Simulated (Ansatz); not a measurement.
A calculation with Ansatz (development build ahead of 0.2.0).

```yaml
crystal:
  periodic: [false, false, false]
  atoms:
    - { symbol: O, position_ang: [0.0083, -0.01221, 0.00928] }
    - { symbol: B, position_ang: [0.86395, 0.94765, 0.34597] }
    - { symbol: O, position_ang: [1.63014, 1.80728, 0.64756] }
basis:
  gaussian: { orbitals: def2-SVP }
magnetization:
  spin_polarized: true
  initial_magnetization: 1
hamiltonian:
  xc: hf
correlation:
  method: mp2
  frozen_orbitals: { B: 1, O: 1 }
output:
  forces: true
```

The input is written out in the form of the current development build from the run's settings.

The run gave:

```yaml
Converged: yes
Reference_energy: -174.29642 hartree
Correlation_energy: -0.39405 hartree
Total_energy: -174.69047 hartree
Spin_squared_of_the_determinant: 0.784
Stability_test: minimum
```

Forces (eV/Å):
```tsv
atom	Fx	Fy	Fz
O1	-0.304	-0.342	-0.120
B2	-1.598	-1.793	-0.629
O3	1.903	2.134	0.749
```
